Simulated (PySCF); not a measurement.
**ClF, singlet in cc-pV(T+d)Z: errors against RCCSDT(Q)**

Geometry: MP2(full)/6-31G*, from the G2/97 set.

```xyz
2

F     0.0000    0.0000    0.0000
Cl    0.0000    0.0000    1.6591
```

Basis cc-pV(T+d)Z; PySCF 2.14.0. Only valence electrons are correlated (noble-gas cores frozen), which leaves 14 electrons in 63 orbitals. Prefix R: restricted or restricted open-shell reference.

Full CI isn't at hand for all of this; RCCSDT(Q) serves as the reference, and is uncertain by the last step of the cluster series or more.

* T1 diagnostic (ROHF- or RHF-based CCSD): 0.0116
* largest doubles amplitude (ROHF- or RHF-based CCSD): 0.098

| level | E − E(RHF) (eV) |
| --- | --- |
| RMP2 | -12.1707 |
| RCCSD | -12.6625 |
| RCCSD(T) | -13.1265 |

Estimate how far RCCSDT(Q) in cc-pV(T+d)Z lies from RCCSD(T). The table doesn't fix it; the size of (T) and the diagnostics are the guide.

RCCSDT(Q) in cc-pV(T+d)Z lies 43 meV below RCCSD(T), which is 9 % of the (T) step (-464 meV). The diagnostics are small and one determinant leads, so the series closes fast and only a small part of (T) is left.

The other levels:

```csv
level,E − E(RCCSDT(Q)) (meV),share of correlation (%),wall time
RCCSDT,28,99.79,–
```

The correlation energy at RCCSDT(Q), counted from RHF, is -13.169 eV. That run took 23 min on 1 thread of Arm Neoverse V2, shared host.

Times are those of the correlated step on a shared host, with one SCF added for the restricted CCSD run; they ran on 1 thread of Arm Neoverse V2.
